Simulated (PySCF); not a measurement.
Species: C5H11S (charge +1).
SMILES with atom numbers: `[CH3:1][S+:2]1[CH2:3][CH2:4][CH2:5][CH2:6]1` (hydrogens: H7, H8, H9 on C1; H10, H11 on C3; H12, H13 on C4; H14, H15 on C5; H16, H17 on C6)

The same species was optimised twice, with GFN2-xTB and with PBE0-D3(BJ)/def2-SVP (PySCF), and the same property calculations (PySCF, gas phase) were run on both structures.

| coordinate | GFN2-xTB | PBE0-D3(BJ)/def2-SVP | change |
| --- | --- | --- | --- |
| C1–S2 (Å) | 1.811 | 1.798 | -0.013 |
| S2–C3 (Å) | 1.838 | 1.843 | +0.005 |
| C3–C4 (Å) | 1.523 | 1.526 | +0.003 |
| S2–C6 (Å) | 1.830 | 1.833 | +0.003 |
| C4–C5 (Å) | 1.524 | 1.523 | -0.001 |
| C5–C6 (Å) | 1.519 | 1.520 | +0.001 |
| C1–S2–C6 (°) | 100.8 | 103.2 | +2.4 |
| C1–S2–C3 (°) | 101.0 | 103.0 | +2.0 |
| C3–C4–C5 (°) | 106.7 | 107.5 | +0.8 |
| C3–S2–C6 (°) | 93.4 | 94.1 | +0.7 |
| S2–C3–C4 (°) | 106.5 | 105.9 | -0.6 |
| S2–C6–C5 (°) | 106.3 | 105.8 | -0.5 |
| C4–C5–C6 (°) | 105.7 | 106.2 | +0.5 |

Rotational constants: A = 4461, B = 2555, C = 2145 MHz (GFN2-xTB) against A = 4487, B = 2530, C = 2104 MHz (PBE0-D3(BJ)/def2-SVP). Point groups within 0.08 Å: C1 and C1. Atoms that the bonding makes alike are paired by their places after alignment.

On the GFN2-xTB structure: lowest singlet, TDDFT (eV) 7.87 [wB97X-D/def2-SVPD]; lowest triplet, Tamm–Dancoff (eV) 6.79 [wB97X-D/def2-SVPD]; isotropic polarisability (au) 69.6 [wB97X-D/def2-SVPD]; HOMO (eV) -15.86 [wB97X-D/def2-SVPD]; LUMO (eV) -3.02 [wB97X-D/def2-SVPD]; HOMO (eV) -14.10 [PBE0/pcSseg-1]; LUMO (eV) -4.84 [PBE0/pcSseg-1]; GIAO shielding of C1 (ppm) 155.1 [PBE0/pcSseg-1]; GIAO shielding of S2 (ppm) 417.4 [PBE0/pcSseg-1]; GIAO shielding of C3/C6 (mean) (ppm) 133.6 [PBE0/pcSseg-1]; GIAO shielding of C4/C5 (mean) (ppm) 153.7 [PBE0/pcSseg-1].

Q: What do these properties become on the PBE0-D3(BJ)/def2-SVP structure?

A: 
```
                                    property              level  on GFN2-xTB  on PBE0-D3(BJ)/def2-SVP  change
                  lowest singlet, TDDFT (eV)  wB97X-D/def2-SVPD         7.87                     7.76   -0.11
           lowest triplet, Tamm–Dancoff (eV)  wB97X-D/def2-SVPD         6.79                     6.69   -0.10
               isotropic polarisability (au)  wB97X-D/def2-SVPD         69.6                     70.6    +1.0
                                   HOMO (eV)  wB97X-D/def2-SVPD       -15.86                   -15.69   +0.17
                                   LUMO (eV)  wB97X-D/def2-SVPD        -3.02                    -2.95   +0.07
energy, GFN2-xTB geometry as zero (kcal/mol)  wB97X-D/def2-SVPD          0.0                     -0.9    -0.9
                                   HOMO (eV)      PBE0/pcSseg-1       -14.10                   -13.93   +0.17
                                   LUMO (eV)      PBE0/pcSseg-1        -4.84                    -4.77   +0.07
energy, GFN2-xTB geometry as zero (kcal/mol)      PBE0/pcSseg-1          0.0                     -0.6    -0.6
                  GIAO shielding of C1 (ppm)      PBE0/pcSseg-1        155.1                    155.8    +0.7
                  GIAO shielding of S2 (ppm)      PBE0/pcSseg-1        417.4                    408.5    -8.9
        GIAO shielding of C3/C6 (mean) (ppm)      PBE0/pcSseg-1        133.6                    132.8    -0.8
        GIAO shielding of C4/C5 (mean) (ppm)      PBE0/pcSseg-1        153.7                    153.3    -0.4
```

The heavy atoms differ by 0.026 Å rms after alignment (one structure mirrored). Among bonds between heavy atoms C1–S2 changes most (-0.013 Å). Changes are differences of the printed values. Neither structure is proved a minimum here. One conformer (not necessarily the lowest) at the PBE0-D3(BJ)/def2-SVP geometry, without solvent, vibrations or thermal averaging.

wB97X-D is run here without its empirical dispersion term; that term would change no orbital, density or response property at a fixed geometry.
